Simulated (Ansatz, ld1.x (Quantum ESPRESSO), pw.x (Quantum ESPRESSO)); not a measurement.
# pw.x on fcc Re: one setting changed

Potential: norm-conserving Troullier–Martins (Kleinman–Bylander form), ld1.x (Quantum ESPRESSO) 7.5, LDA (PW92); core [Xe] 4f14, reference 5d5 6s2 6p0; waves: 6p (bound, empty): rc 3.15 bohr; 5d (bound): rc 1.40 bohr; 6s (bound): rc 2.25 bohr; local part: the s channel; core correction: none.

The reference run (k-mesh 15³, cutoffs 70/280 Ry, Fermi–Dirac 0.01 Ry, mixing_beta 0.4, conv_thr 1e-9, no spin) gives 4.22 GPa at 14.368 Å³/atom, where all-electron LAPW gives 0.76 GPa. This run, with its own iteration cap, changes smearing to mv.

```
&control
  calculation='scf', prefix='x', pseudo_dir='./', outdir='./tmp', tstress=.true., disk_io='none'
/
&system
  ibrav=0, nat=1, ntyp=1, ecutwfc=70, ecutrho=280, nbnd=11,
  occupations='smearing', smearing='mv', degauss=0.01
/
&electrons
  conv_thr=1e-09, mixing_beta=0.4, electron_maxstep=50
/
ATOMIC_SPECIES
Re 1.0 Re.UPF
CELL_PARAMETERS angstrom
  0.00000000 1.92954735 1.92954735
  1.92954735 0.00000000 1.92954735
  1.92954735 1.92954735 0.00000000
ATOMIC_POSITIONS crystal
Re 0.0000 0.0000 0.0000
K_POINTS automatic
15 15 15 0 0 0
```

```bash
pw.x < Re.scf.in > Re.scf.out
```

Problem. How does the run end?

Solution. It converges in 7 iterations; the free energy moves by +24.2 meV/atom and the pressure by -0.24 GPa. This scheme is built to cancel the term in the square of the width that Fermi–Dirac smearing leaves in the F of a metal.

```
Message from routine setup:
     using ibrav=0 with symmetry is DISCOURAGED, use correct ibrav instead
     lattice parameter (alat)  =       5.1567  a.u.
     unit-cell volume          =      96.9601 (a.u.)^3
     number of electrons       =         7.00
     number of Kohn-Sham states=           11
     kinetic-energy cutoff     =      70.0000  Ry
     charge density cutoff     =     280.0000  Ry
     scf convergence threshold =      1.0E-09
     Exchange-correlation= PW
     number of k points=   120  Marzari-Vanderbilt smearing, width (Ry)=  0.0100
     iteration #  1     ecut=    70.00 Ry     beta= 0.40
     total energy              =     -22.41592711 Ry
     estimated scf accuracy    <       0.02988181 Ry
     iteration #  2     ecut=    70.00 Ry     beta= 0.40
     total energy              =     -22.41473597 Ry
     estimated scf accuracy    <       0.00528247 Ry
     iteration #  3     ecut=    70.00 Ry     beta= 0.40
     total energy              =     -22.41543578 Ry
     estimated scf accuracy    <       0.00009018 Ry
     iteration #  4     ecut=    70.00 Ry     beta= 0.40
     total energy              =     -22.41544150 Ry
     estimated scf accuracy    <       0.00000317 Ry
     iteration #  5     ecut=    70.00 Ry     beta= 0.40
     total energy              =     -22.41544225 Ry
     estimated scf accuracy    <       0.00000043 Ry
     iteration #  6     ecut=    70.00 Ry     beta= 0.40
     total energy              =     -22.41544229 Ry
     estimated scf accuracy    <          5.7E-09 Ry
     iteration #  7     ecut=    70.00 Ry     beta= 0.40
     the Fermi energy is    17.5645 ev
!    total energy              =     -22.41544229 Ry
     estimated scf accuracy    <          2.3E-10 Ry
     smearing contrib. (-TS)   =       0.00010051 Ry
     The total energy is F=E-TS. E is the sum of the following terms:
     one-electron contribution =      13.18126756 Ry
     hartree contribution      =       0.40370273 Ry
     xc contribution           =      -5.19431864 Ry
     ewald contribution        =     -30.80619445 Ry
     convergence has been achieved in   7 iterations
          total   stress  (Ry/bohr**3)                   (kbar)     P=       39.73
     Message from routine punch:
     Nothing written, as per user request (disk_io='none')
```

The run took about 18 s on one core of a shared host (Intel(R) Xeon(R) Platinum 8488C, 192 threads, 744 GiB, load 111).
